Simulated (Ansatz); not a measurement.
A displaced shape of singlet SiH₂:

```xyz
3

Si    0.0003    0.0025   -0.0842
H    -0.0483    1.0835    0.9413
H    -0.0274   -1.1293    0.9136
```

It was optimised with HF/def2-SVP in Ansatz (development build ahead of 0.2.0) to forces under 0.001 eV/Å, with restricted orbitals. Each step stands on the lowest determinant of that kind that the program's search found.

**Question.** What shape does it relax to, and how does the optimisation go?

**Answer.**

```tsv
atom	x (Å)	y (Å)	z (Å)
Si	0.0010	-0.0035	-0.1011
H	-0.0488	1.0838	0.9529
H	-0.0277	-1.1236	0.9189
```

Bond lengths: Si1–H2 1.515 Å, Si1–H3 1.515 Å. Angles: H2–Si1–H3 93.5°.

| step | E − E(start) (eV) | largest force (eV/Å) |
| --- | --- | --- |
| 1 | 0.0000 | 0.4738 |
| 2 | -0.0050 | 0.1428 |
| 3 | -0.0070 | 0.0119 |
| 4 | -0.0070 | 0.0008 |

The optimisation ended after 4 steps with its threshold met. Caution: near this shape an unrestricted determinant lies lower.
